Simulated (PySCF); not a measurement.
# Solver options tried on NaB

Do solver options change the result for NaB, or only the number of cycles?

Program: PySCF 2.14.0. Level of theory: method and basis as typed in the scripts. These are calculated values, not measurements.

1 further run of the same task is left out (it didn't finish).

## 1. The starting structure

NaB: 2 atoms, charge 0, spin multiplicity 1.

Bond lengths: Na1–B2 2.271 Å.

## 2. The base run

The input, input.py:

```python
from pyscf import gto, scf, cc

mol = gto.M(
    atom='Na 0 0 0; B 0 0 2.271',
    basis='pcseg-1',
    charge=0,
    spin=0,
    symmetry=True,
    verbose=4,
)
mf = scf.RHF(mol)
mf.kernel()
mycc = cc.CCSD(mf)
mycc.kernel()
mycc.ccsd_t()
mf.dip_moment()
print('orbital energies (hartree):', mf.mo_energy[..., max(0, mol.nelec[1]-3):mol.nelec[0]+3].round(4))
```

Run with:

```
> python input.py
```

The log of this run is left out.

In short: E(SCF) = -186.310195 Eh, 9 cycles, E(CCSD) − E(SCF) = -0.08975 Eh, (T) = -0.00342 Eh, μ = 6.00 D (of the SCF density).

The bond length is a typed value, not an optimised one.

## 3. Second-order solver on

Edit 1 changes second-order solver: off → on.

The input, input.py:

```python
from pyscf import gto, scf, cc

mol = gto.M(
    atom='Na 0 0 0; B 0 0 2.271',
    basis='pcseg-1',
    charge=0,
    spin=0,
    symmetry=True,
    verbose=4,
)
mf = scf.RHF(mol)
mf = mf.newton()
mf.kernel()
mycc = cc.CCSD(mf)
mycc.kernel()
mycc.ccsd_t()
mf.dip_moment()
print('orbital energies (hartree):', mf.mo_energy[..., max(0, mol.nelec[1]-3):mol.nelec[0]+3].round(4))
```

Run with:

```
> python input.py
```

## 4. Level shift 0.1 hartree

Edit 2 changes level shift: none → 0.1 hartree.

input.py, as its differences from that of step 2:

```diff
@@ -11,2 +11,3 @@
 mf = scf.RHF(mol)
+mf.level_shift = 0.1
 mf.kernel()
```

## 5. DIIS space 20

Edit 3 changes DIIS space: default → 20.

input.py, as its differences from that of step 2:

```diff
@@ -11,2 +11,3 @@
 mf = scf.RHF(mol)
+mf.diis_space = 20
 mf.kernel()
```

Before running it: what results should come out? Wanted: for each run, E(SCF); from base; gap; SCF dipole; after the SCF.

**Answer**, as computed:

| run | E(SCF) (hartree) | from base (eV) | cycles | gap (eV) | SCF dipole (D) | after the SCF |
| --- | --- | --- | --- | --- | --- | --- |
| base | -186.310195 | 0 | 9 | 5.52 | 6.00 | CCSD(T) correlation -2.535 eV |
| second-order solver on | -186.310195 | 0.0000 | 5 macro | 5.52 | 6.00 | CCSD(T) correlation -2.535 eV |
| level shift 0.1 hartree | -186.310195 | 0.0000 | 13 | 5.52 | 6.00 | CCSD(T) correlation -2.535 eV |
| DIIS space 20 | -186.310195 | 0.0000 | 9 | 5.52 | 6.00 | CCSD(T) correlation -2.535 eV |

Distance from each run's final energy (log10 hartree) by cycle:

| run | cycle 1 | cycle 2 | cycle 3 | cycle 5 | cycle 8 | cycle 12 |
| --- | --- | --- | --- | --- | --- | --- |
| base | -1.0 | -1.8 | -2.4 | -5.2 | -10.4 | done |
| second-order solver on | -1.8 | -3.1 | -7.2 | < -11 | done | done |
| level shift 0.1 hartree | -0.9 | -1.7 | -2.1 | -3.5 | -6.0 | -9.7 |
| DIIS space 20 | -1.0 | -1.8 | -2.4 | -5.2 | -10.4 | done |

In words: No change of the SCF energy comes from second-order solver on or level shift 0.1 hartree or DIIS space 20. The base needs 9 cycles and the run with level shift 0.1 hartree needs 13. The cycles with DIIS space 20 repeat those of the base digit for digit, so the setting never acted.
